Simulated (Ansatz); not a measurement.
Eight cases of atomisation energy with Al to Br (electronic energies, kJ/mol), geometries: B3LYP-D3(BJ)/def2-TZVP. Functionals by Ansatz (an electronic-structure program) in def2-TZVPD; columns hold the difference against the high level (Ansatz, AFQMC by cisd_afqmc): A = CCSD(T)/CBS(cc-pV(Q+d)Z,cc-pV(5+d)Z) + [CCSDT(Q) - CCSD(T)]/cc-pV(T+d)Z + core + X2C; B = CCSD(T)/CBS(cc-pV(T+d)Z,cc-pV(Q+d)Z) + [CCSDT(Q) - CCSD(T)]/cc-pV(D+d)Z + core + X2C; C = CCSD(T)/CBS(cc-pVQZ,cc-pV5Z) + [CCSDT(Q) - CCSD(T)]/cc-pV5Z + [CCSDTQ - CCSDT(Q)]/cc-pVDZ; D = CCSD(T)/CBS(cc-pVTZ,cc-pVQZ) + [CCSDT(Q) - CCSD(T)]/cc-pVDZ; E = CCSD(T)/CBS(def2-TZVPP,def2-QZVPP) + [CCSDT(Q) - CCSD(T)]/def2-QZVPP + [CCSDTQ - CCSDT(Q)]/def2-SVP. The cases were drawn at random from those of this class that have a high level and all functionals, leaving out states under which another spin lies or may lie. Left out are anions, K, Ca, elements past Kr, ionisation of Li, Na and Mg, pi-pi* triplets of linear molecules and other triplets made from a closed-shell parent. Runs that doubt their state, and full CI more than 15 mEh from coupled cluster, are set aside; a case stays where another high level and all functionals remain. AFQMC serves as high level only in triple zeta or larger, with a steady walk, a bar under 0.8 kcal/mol and agreement with other high levels or trials where they ran; where none ran, an unstable determinant or (outside 3d species) a high T1 diagnostic also bars it, so strongly correlated cases are thinned. No case was kept or dropped by the size of a functional's miss. Each difference is the functional minus the high level; affinities count positive where energy is released, gaps as the second state minus the first. UHF or UKS for unpaired electrons; spin-orbit terms are left out. Cores are frozen in correlated methods (noble-gas shells, and filled d and f shells in the p block). Rows without X2C or -DK are non-relativistic. CBS(X,Y): correlation extrapolated as X^-3, Hartree-Fock from the larger set (Q,5: extrapolated as (X+1)exp(-9√X)). A bracket is a step between two methods taken in the basis named. The functionals are non-relativistic, so their misses hold any scalar relativity. 'core' is core correlation in cc-pwCVTZ (1s frozen past Ne), 'X2C' scalar relativity in cc-pVTZ-DK, both at CCSD(T). For partners of very few electrons the exact lower level stands in for a higher one. Spin-orbit terms, left out, reach several kcal/mol for Br and I, and more for heavier atoms. The T1 diagnostic of GeO ([O]=[Ge], singlet) reaches 0.038 in the sets run. The UHF reference of C2H2Cl ([H]/[C]=C\Cl, doublet) is spin-contaminated (<S^2> up to 0.20 over the pure value in the sets run). The spin of FMg ([F][Mg], doublet) was assumed, and the state is the lowest solution found for it. The spin of ClMg ([Mg][Cl], doublet) was assumed, and the state is the lowest solution found for it.

```csv
case,level,value,PBE,PBE0,B3LYP
"MgF (SMILES [F][Mg], doublet)",E,451.1,1.2,-20.6,-21.5
P2H4 (SMILES PP),A,1548.0,2.5,-18.4,10.3
"H6Si2O (silyloxysilane, SMILES [SiH3]O[SiH3])",B,2924.8,-83.4,-91.6,-42.5
"C2H2Cl (SMILES C(=[C]/[H])/Cl, doublet)",B,1778.3,73.9,24.8,-10.6
"CS2 (methanedithione, SMILES S=C=S)",A,1174.7,87.2,13.8,-15.9
"MgCl (SMILES [Mg][Cl], doublet)",E,329.7,-6.3,-5.8,-25.6
"CBrF2 (SMILES F[C](F)Br, doublet)",D,1234.6,112.5,30.6,-9.0
"GeO (oxogermanium, SMILES [O]=[Ge])",C,673.6,35.4,-34.8,-15.8
```

Over these rows, PBE: mean +27.9, mean absolute 50.3, median absolute 54.7, largest +112.5; PBE0: mean -12.8, mean absolute 30.1, median absolute 22.7, largest -91.6; B3LYP: mean -16.3, mean absolute 18.9, median absolute 15.9, largest -42.5 kJ/mol. PBE lies above in 6 and below in 2 of the eight.
